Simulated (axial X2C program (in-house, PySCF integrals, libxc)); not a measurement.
**Spectroscopic constants of SiCl**

Calculated with an axial X2C code built on PySCF integrals. Spin-free means the one-electron spin-free X2C Hamiltonian; two-component (2c) means X2C with spin–orbit coupling and atomic mean-field two-electron Coulomb and Gaunt terms, so the difference of the two also holds small scalar two-electron terms. Basis: Cl dyall-v3z [8s7p2d1f], Si dyall-v3z [8s7p2d1f] (cores contracted in-house); Gaussian nuclei, density fitting, unrestricted open shells. Masses: Cl 34.969 u, Si 27.977 u.

State, spin-free: M_S = 1/2, Λ = 1 (beyond evenly filled blocks: π+α); electrons by block: σα: 9, σβ: 9, π+α: 4, π+β: 3, π-α: 3, π-β: 3. Fragments: Cl + Si.

State, 2c: Ω = 1/2 (⟨Sz⟩ = -0.50, ⟨Lz⟩ = 1.00 at PBE0); electrons by block: 1/2: 13, -1/2: 12, 3/2: 3, -3/2: 3. Fragments: Cl + Si.

```tsv
Hamiltonian	level	Re (Å)	ωe (cm⁻¹)	Be (cm⁻¹)	De (eV)	k (mdyn/Å)	μ (D)
spin-free	PBE0	2.078	529.7	0.2512	4.33	2.57	0.85
spin-free	HF	2.086	526.2	0.2492	2.91	2.54	1.17
spin-free	MP2	2.077	537.1	0.2515	4.30	2.64	n/a
spin-free	M06	2.082	529.1	0.2503	4.51	2.56	0.95
spin-free	r2SCAN	2.080	526.4	0.2508	4.29	2.54	0.68
2c	PBE0	2.078	529.6	0.2512	4.34	2.57	0.85
2c	HF	2.087	526.3	0.2491	2.86	2.54	1.17
2c	MP2	2.077	537.1	0.2514	4.29	2.64	n/a
2c	M06	2.082	529.1	0.2503	4.50	2.56	0.95
2c	r2SCAN	2.080	526.4	0.2507	4.30	2.54	0.68
```

Correlated methods: 11 electrons correlated (number of frozen shells: Cl 2 s, 1 p; Si 2 s, 1 p), 135 virtual spin orbitals or spinors in MP2.

Dipoles are positive if Si is the positive end.

The state is one determinant whose occupation by symmetry is held fixed; it was picked as the lowest of a PBE0 search that is not exhaustive. De is counted from the lowest determinant-based energies of the atoms at the same level, without counterpoise correction. Density functionals use the spin component along the axis (collinear). The 2c atoms are single determinants rather than J levels; their spin–orbit lowering is only partly caught, and De is too large by that part. This holds for PBE0, MP2, M06, r2SCAN. Without a current term, density functionals place determinants with orbital angular momentum somewhat too high.

Rough cost a point (2c) on 1 thread(s) of a shared host, integrals apart: PBE0 0.3 s, HF 0.19 s, M06 0.5 s, r2SCAN 0.4 s.
